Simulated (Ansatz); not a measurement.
```yaml
crystal:
  periodic: [false, false, false]
  atoms:
    - {symbol: Al, position_ang: [-0.863101, 0.309267, -0.437115]}
    - {symbol: S, position_ang: [0.863101, -0.309267, 0.437115]}
basis:
  gaussian: {orbitals: aug-pcseg-2, nuclear_model: gaussian}
total_charge: -3
magnetization: {spin_polarized: true, initial_magnetization: 0}
hamiltonian: {xc: {name: HF}}
correlation: {method: mp2}
output: {forces: true}
```

```sh
$ ansatz run in.yaml --threads 2 --pin off --events-out ev --progress --plain --max-ram 32768MiB --backend cpu
```

It prints (some lines left out):

```
Functional definition: HF
663 factors; integrals over basis functions are off by at most 8.2e-4 eV
mean field evaluation 1: about -17264.9739 eV, gradient 6.3e1 eV
mean field evaluation 2: about -17266.5646 eV, gradient 6.3e1 eV
mean field evaluation 4: about -17320.3282 eV, gradient 9.1e1 eV
mean field evaluation 8: about -17393.3190 eV, gradient 4.1e0 eV
mean field evaluation 16: about -17393.8937 eV, gradient 6.5e-4 eV
mean field evaluation 96: about -17394.2617 eV, gradient 5.6e-3 eV
mean field evaluation 160: about -17394.1508 eV, gradient 8.4e-6 eV
a density is far from that of the atoms, so the factors are made again for it
699 factors; integrals over basis functions are off by at most 4.7e-4 eV
mean field -17394.26148494 eV, -639.2273193176 hartree, gradient 2.0e-6 eV, S^2 1.000416; 23 other end points of the search recorded, 0 dependent functions left out
10 core orbitals not correlated: weight in the atoms' cores, before any rotation towards them, 1.000 or more for the frozen orbitals, at most 0.000 for the correlated occupied ones
reference -17394.26148494 eV, -639.2273193176 hartree; 6, 6 occupied and 84, 84 virtual orbitals, 699 factors
second order -6.50823194 eV of doubles, -0.00000000 eV of singles
Total energy: -17400.76971688 eV, -639.4664924299 hartree
Atom 0 at    -0.863101     0.309267    -0.437115 Å, force    -1.146224     0.410716    -0.580502 eV/Å
Atom 1 at     0.863101    -0.309267     0.437115 Å, force     1.146224    -0.410716     0.580502 eV/Å
Dipole moment:     2.995048    -1.073188     1.516833 e Å
```

(1) Something in this input is off. What?

## Answers

(1) The charge is far from anything that the molecule holds. Self-consistency was reached. The result belongs to that input, not to the molecule as meant.
